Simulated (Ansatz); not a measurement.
Reaction (SMILES): FSF + 2 [H][H] (H2) → 2 F (HF) + S (H2S)
B3LYP-D3(BJ)/def2-TZVP geometries, fixed; electronic energies without zero-point terms.
Largest species:
```xyz
3

F     -1.2130    -0.5047     0.0161
S     -0.0057     0.5532     0.0075
F      1.2232    -0.4788    -0.0294
```

Energies in hartree at B3LYP with Ansatz (a first-principles code); the energy of full hydrogenation is their sum with the coefficients shown, times 627.509 kcal/mol a hartree. All functions are spherical. The program fits the integrals of some runs and decomposes those of others, by size. No added dispersion term, no relativity.

```tsv
species	coefficient	part	cc-pV(D+d)Z	cc-pV(T+d)Z	cc-pV(Q+d)Z
FSF	-1	B3LYP	-597.83544	-597.93970	-597.96511
[H][H] (H2)	-2	B3LYP	-1.17339	-1.18000	-1.18053
F (HF)	+2	B3LYP	-100.43555	-100.48356	-100.49577
S (H2S)	+1	B3LYP	-399.41313	-399.43292	-399.43724
```

Task: Predict the energy of full hydrogenation in cc-pV(5+d)Z (X = 5): let each B3LYP step shrink by the ratio of the last two. Compare with the run.

Result: 
- FSF: steps -0.10426 and -0.02541, ratio 0.244, so B3LYP -597.97131 (run: -597.97501).
- [H][H] (H2): steps -0.00661 and -0.00053, ratio 0.080, so B3LYP -1.18057 (run: -1.18069).
- F (HF): steps -0.04801 and -0.01221, ratio 0.254, so B3LYP -100.49887 (run: -100.50006).
- S (H2S): steps -0.01979 and -0.00432, ratio 0.218, so B3LYP -399.43818 (run: -399.44065).
Predicted -64.93 kcal/mol; the run in cc-pV(5+d)Z gives -65.50, a miss of 0.57. Keeping the value in cc-pV(Q+d)Z, -64.39, would miss by 1.11. All sums are of the energies as printed.
